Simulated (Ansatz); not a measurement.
Rock-salt MgS, treated with B3LYP (VWN-RPA form) (plane waves, PAW; Ansatz, a quantum-chemistry and plane-wave program).

Numerical settings: plane-wave cutoff 460 eV, 8×8×8 k mesh, Fermi–Dirac smearing 0.01 eV, scalar-relativistic PAW data made under PBE.

Cell (measured lattice):

MgS has the cubic space group Fm-3m (No. 225), the rock salt structure, Pearson symbol cF8. Conventional cell: a = b = c = 5.2033 Å, α = β = γ = 90.00°. Mg on 4a is coordinated by 6 S at 2.602 Å (octahedral). S on 4b is coordinated by 6 Mg at 2.602 Å (octahedral). (Neighbours: up to the widest gap in distance over summed covalent radii, below 1.35, at either atom; cation-cation and far metal-metal contacts left out.)
(The calculation used a cell of 2 atoms; values per cell refer to that cell.)

Q: Give the computed band gap, smallest direct gap on the k points sampled and width of the whole s-p valence band.

A: 
- band gap = 4.22 eV (on the SCF k mesh) (indirect)
- smallest direct gap on the k points sampled = 5.31 eV
- width of the whole s-p valence band = 13.69 eV

Note: cell and atoms aren't relaxed at this level (pressure 1.9 GPa).
